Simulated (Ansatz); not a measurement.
A made-up structure of CH₂BO, doublet:

B1  (-1.503, 0.055, -0.469)
C2  (-0.155, -0.384, 0.080)
O3  (0.910, 0.416, 0.136)
H4  (1.774, 0.550, 0.557)
H5  (0.683, 1.289, -0.217)
(Å)

It is relaxed with PBE-D4/def2-SVP and then PBE0-D4/def2-TZVP (Ansatz 0.2.0). Atoms count as bonded within 1.22 times the sum of their covalent radii (H–H: 0.88 Å). The end point is not checked to be a true minimum.

(1) Does its bonding change? (A judgement: the text doesn't fix the answer.)

Results:

(1) Computed: No: no bond forms or breaks.

Where it ends: The first stage lowers the energy by 1.15 eV in 9 steps. It ends as CH₂BO ([B][C][OH2]):
B1  (-1.515, -0.190, -0.347)
C2  (-0.263, -0.169, 0.130)
O3  (1.026, 0.472, -0.094)
H4  (1.557, 0.405, 0.713)
H5  (0.904, 1.410, -0.316)
(Å)

Labels in which every atom is bracketed show which atoms are joined, not bond orders.

For scale, one of the runs: PBE0-D4/def2-TZVP relaxation, 105 basis functions, launched by `ansatz run in.yaml --threads 2 --pin off --events-out ev --progress --plain --max-ram 4352MiB`. The run took about 23 s on 2 CPU threads of an Arm Neoverse V2 (shared host).
